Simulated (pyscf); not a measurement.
H₂C=CH–C≡N + H₂ → H₃C–CH=C=NH (addition across a multiple bond or ene-type step; singlet surface; H–H broken, C–H, H–N formed). Structures and frequencies: ωB97X-D3(BJ)/def2-SVP in PySCF. Energies in kcal/mol from the separated reactants.

| level | barrier | reaction energy |
|---|---|---|
| ωB97X-D3(BJ)/def2-TZVP | 57.0 | -15.4 |
| PBE/def2-TZVP | (withheld) | -18.0 |
| r²SCAN/def2-TZVP | (withheld) | (withheld) |
| M06-2X/def2-TZVP | 57.3 | -14.2 |
| ωB97M-D3(BJ)/def2-TZVP | 55.9 | -14.3 |
| HF/def2-TZVP | 83.3 | -8.5 |

Q: Fill in the missing entries.

A: 
- PBE/def2-TZVP, barrier: 45.4
- r²SCAN/def2-TZVP, barrier: 48.3
- r²SCAN/def2-TZVP, reaction energy: -17.5

The functionals in the table span 12.0 kcal/mol in this barrier, from PBE to M06-2X. H₃C–CH=C=NH lies 25.7 kcal/mol over its isomer H₃C–CH₂–C≡N (electronic energy, ωB97M-D3(BJ)/def2-TZVP). One saddle was located; it need not be the lowest between these sides.
